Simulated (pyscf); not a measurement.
Single points on ωB97X-D3(BJ)/def2-SVP structures (PySCF, gas phase). Correlated levels are frozen-core, on RHF or UHF. ΔMP2 is the change of the MP2 total energy from the triple- to the quadruple-zeta basis.

Problem. `[CH3]` [doublet] + `[CH3]` [doublet] → `[CH2][CH3]` [doublet] + `[H]` [doublet]
Surface: triplet. Broken: C–H. Formed: C–C. Give ΔE‡ and ΔE from CCSD(T)/def2-TZVPP + ΔMP2(QZVPP), relative to the separated reactants.

Solution. ΔE‡ = 265.3 kJ/mol, ΔE = +50.4 kJ/mol. Zero-point energy shifts the barrier by +4.3 kJ/mol. It is a substitution at C, with an imaginary mode of 710i cm⁻¹. The same reactants have a lower exit, to CH₄ + CH₂ [triplet] (barrier +66.9 kJ/mol at ωB97M-D3(BJ)/def2-TZVP, against +253.0 kJ/mol here). CH₃• + CH₃• also meet on a surface of lower spin, which isn't treated here. •H₂C–CH₃ + H• also meet on a surface of lower spin, which isn't treated here. This is the saddle that the search found; another between the same sides may lie lower. The angle at the attacked C is 177°. The CCSD(T) − MP2 part came from Ansatz, without density fitting, on the same reference.
